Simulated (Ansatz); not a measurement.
# Worked example: the enthalpy of C4H10O2 → C2H4O2 + C2H6

Species: C4H10O2 (1,1-dimethoxyethane) `COC(C)OC`, singlet; C2H4O2 (methyl formate) `COC=O`, singlet; C2H6 (ethane) `CC`, singlet. 

Shapes, held fixed at every level: PBE0-D4/def2-TZVP. Flexible molecules stand in one conformer, not always the lowest. Programs: Ansatz 0.2.0. The zero-point and thermal terms to 298 K, harmonic and unscaled (PBE0-D4/def2-TZVP), stand in the table.

At wB97X-V/def2-TZVPP; 1 Eh = 2625.50 kJ/mol:

| species | energy (Eh) | H(298 K) − E (kJ/mol) | tabulated ΔfH (kJ/mol) |
| --- | --- | --- | --- |
| C4H10O2 | -308.901038 | 393.5 | -389.7 |
| C2H4O2 | -229.086316 | 177.9 | -357.8 |
| C2H6 | -79.831122 | 207.7 | -83.8 |

Task: Work out the reaction enthalpy at 298 K from the calculation and from the table of heats.

Result: 
1. Electronic: (-229.086316) + (-79.831122) − [(-308.901038)] = -0.016400 Eh = -43.1 kJ/mol.
2. Zero-point and thermal: (177.9) + (207.7) − [(393.5)] = -7.9 kJ/mol.
3. Computed ΔH = -51.0 kJ/mol.
4. From the heats of formation (Active Thermochemical Tables, CRC Handbook of Chemistry and Physics): (-357.8) + (-83.8) − [(-389.7)] = -51.9 kJ/mol.
5. Computed less tabulated: +0.9 kJ/mol. Tabulated heats carry uncertainties of their own.
